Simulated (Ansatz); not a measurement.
C2H4O2, SMILES `CC(=O)O` (O–C–O–H torsion 0°) (charge 0, multiplicity 1).

Level of theory: LC-ωPBE/cc-pVTZ // PBE0-D3(BJ)/def2-TZVP (Ansatz, a quantum-chemistry and plane-wave program).

Ansatz 0.2 input:
```yaml
crystal:
  periodic: [false, false, false]
  atoms:
    - { symbol: C, position_ang: [-0.946892, -0.142409, 0.074834] }
    - { symbol: C, position_ang: [0.476756, 0.311792, 0.124403] }
    - { symbol: O, position_ang: [0.888256, 1.279165, 0.70318] }
    - { symbol: O, position_ang: [1.283925, -0.508134, -0.574875] }
    - { symbol: H, position_ang: [-1.025784, -1.153254, 0.479276] }
    - { symbol: H, position_ang: [-1.568028, 0.540477, 0.648008] }
    - { symbol: H, position_ang: [-1.28604, -0.180205, -0.962062] }
    - { symbol: H, position_ang: [2.177806, -0.147435, -0.492766] }
basis:
  gaussian: { orbitals: cc-pVTZ }
hamiltonian:
  xc: lc_wpbe
```

Output:

```
Functional definition: LC-wPBE
902 factors; their error is unknown
274 factors; integrals over basis functions are off by at most 2.0e-5 eV
mean field evaluation 1: about -6227.2227 eV, gradient 5.7e1 eV
mean field evaluation 2: about -6227.4789 eV, gradient 5.9e1 eV
mean field evaluation 4: about -6232.4520 eV, gradient 2.9e0 eV
mean field evaluation 8: about -6232.4682 eV, gradient 4.8e-2 eV
mean field evaluation 16: about -6232.4456 eV, gradient 2.6e-5 eV
mean field -6232.44560059 eV, -229.0381513185 hartree, gradient 2.6e-5 eV, S^2 0.000000; 0 other end points of the search recorded, 0 dependent functions left out
reference -6232.44560060 eV, -229.0381513187 hartree; 16, 16 occupied and 160, 160 virtual orbitals, 902 factors
Total energy: -6232.44560060 eV, -229.0381513187 hartree
```
